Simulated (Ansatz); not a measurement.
System: fluorite SrCl2. Method: LDA (plane waves, PAW; Ansatz, a program for electronic structure).

Numerical settings: plane-wave cutoff 520 eV, 6×6×6 k mesh, scalar-relativistic PAW data made under PBE.

Computed at the level's own relaxed cell.

```xyz
3
Lattice="0.0000 3.4001 3.4001 3.4001 0.0000 3.4001 3.4001 3.4001 0.0000" Properties=species:S:1:pos:R:3 pbc="T T T"
Sr     0.0000     0.0000     0.0000
Cl     1.7001     1.7001     1.7001
Cl     5.1002     5.1002     5.1002
```

Q: Give the elastic tensor (Voigt notation, GPa, ions relaxed, in the Cartesian axes of the cell as printed).

A: 
```
   81.8    25.2    25.2     0.0     0.0     0.0
   25.2    81.8    25.2     0.0     0.0     0.0
   25.2    25.2    81.8     0.0     0.0     0.0
    0.0     0.0     0.0    11.6     0.0     0.0
    0.0     0.0     0.0     0.0    11.6     0.0
    0.0     0.0     0.0     0.0     0.0    11.6
```

Static lattice: no zero-point or thermal effects.
